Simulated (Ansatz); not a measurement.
```yaml
crystal:
  periodic: [false, false, false]
  atoms:
    - {symbol: Cl, position_ang: [-1.216311, -0.508592, -0.016847]}
    - {symbol: Si, position_ang: [0.412311, 0.730153, 0.029966]}
    - {symbol: O, position_ang: [1.803867, -0.170233, -0.012677]}
    - {symbol: H, position_ang: [2.660003, 0.246071, -0.041188]}
basis:
  gaussian: {orbitals: def2-TZVP}
magnetization: {spin_polarized: true, initial_magnetization: 2}
hamiltonian: {xc: pbe0}
relax: {f_tol: 0.004, max_steps: 80}
```

```sh
$ ansatz run in.yaml --threads 1 --pin off --events-out ev --progress --plain --max-ram 2176MiB
```

Steps of the relaxation (energy above the last step; positions in Å, forces in eV/Å):

```
4
step 1, 157.0 meV
Cl   -1.216   -0.509   -0.017   -0.020    0.106   -0.002
Si    0.412    0.730    0.030    0.141   -0.242   -0.010
O     1.804   -0.170   -0.013   -0.372   -0.124    0.036
H     2.660    0.246   -0.041    0.250    0.260   -0.024
```

```
4
step 2, 148.2 meV
Cl   -1.244   -0.494   -0.024    0.003    0.016   -0.016
Si    0.414    0.699    0.034    0.137   -0.038    0.005
O     1.821   -0.175    0.010   -0.091   -0.088    0.052
H     2.669    0.267   -0.060   -0.048    0.110   -0.041
```

```
4
step 3, 141.3 meV
Cl   -1.263   -0.481   -0.050    0.009   -0.043   -0.047
Si    0.418    0.674    0.053    0.079    0.102    0.032
O     1.836   -0.179    0.080    0.602    0.232   -0.029
H     2.669    0.283   -0.123   -0.691   -0.291    0.044
```

```
4
step 10, 3.5 meV
Cl   -1.164   -0.514   -0.230    0.011    0.006   -0.007
Si    0.424    0.706    0.237    0.306   -0.158    0.062
O     1.937    0.028    0.379   -0.339    0.186   -0.065
H     2.462    0.077   -0.426    0.022   -0.034    0.009
```

```
4
step 13, 0.0 meV
Cl   -1.154   -0.516   -0.238    0.000    0.001    0.000
Si    0.426    0.707    0.251   -0.002   -0.001    0.000
O     1.932    0.045    0.376    0.002    0.001   -0.001
H     2.456    0.061   -0.430    0.000   -0.001    0.001
```

Close pairs at the end: O3–H4 0.961 Å, Si2–O3 1.649 Å, Cl1–Si2 2.056 Å.

A stationary point of unrestricted PBE0 after 13 steps, with ⟨S²⟩ = 2.003 against 2.00 for a pure state; no frequencies were run, so it isn't proven a minimum. 49 s on 1 thread of Intel Xeon Platinum 8375C, shared host.
